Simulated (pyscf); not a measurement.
This saddle point was located with ωB97X-D3(BJ)/def2-SVP in PySCF.

```xyz
7

O      1.2084     0.0103    -0.3668
Ga    -0.5442     0.0171    -0.2074
F     -1.2876    -1.7535    -0.0268
F     -1.6712     1.0606    -1.0250
H      1.5581     0.6555    -0.9914
F     -1.1430    -0.3003     1.6004
H     -1.3839    -1.2889     1.0391
```
Charge 0, spin multiplicity 1.

Surface: singlet, charge 0. Lowest wavenumbers (cm⁻¹): 440i, 119, 168, 175, 212.

**Question.** Which two sides does it connect, and which bonds change?

**Answer.** HO–Ga(F)–F + HF ⇌ HO–Ga(F)–F + HF, a four-centre exchange read from left to right: F–Ga, F–H broken and F–Ga, F–H formed. At ωB97M-D3(BJ)/def2-TZVP it lies -36.7 kJ/mol from the left side and -36.7 kJ/mol from the right (each side as separated species at their lowest minima found). On the reactant side the descent ends in an adduct with a F–Ga contact, 55.1 kJ/mol under the separated species and 16.7 kJ/mol under the saddle at ωB97X-D3(BJ)/def2-TZVP. On the product side the descent ends in an adduct with a F–Ga contact, 55.1 kJ/mol under the separated species and 16.6 kJ/mol under the saddle at ωB97X-D3(BJ)/def2-TZVP. At ωB97M-D3(BJ) the saddle lies under the separated reactants, which points to a path from their complex (located at ωB97X-D3(BJ) alone). At ωB97M-D3(BJ) the saddle lies under the separated products, which points to a path from their complex (located at ωB97X-D3(BJ) alone). What is counted as formed (F–Ga) is already present as a longer contact in the reactant adduct; forming that adduct is a step of its own. What is counted as broken (F–Ga) persists as a longer contact in the product adduct; parting that adduct is a step of its own. One saddle was located; it need not be the lowest between these sides. Elements up to Kr have no core potential and no relativistic terms here.
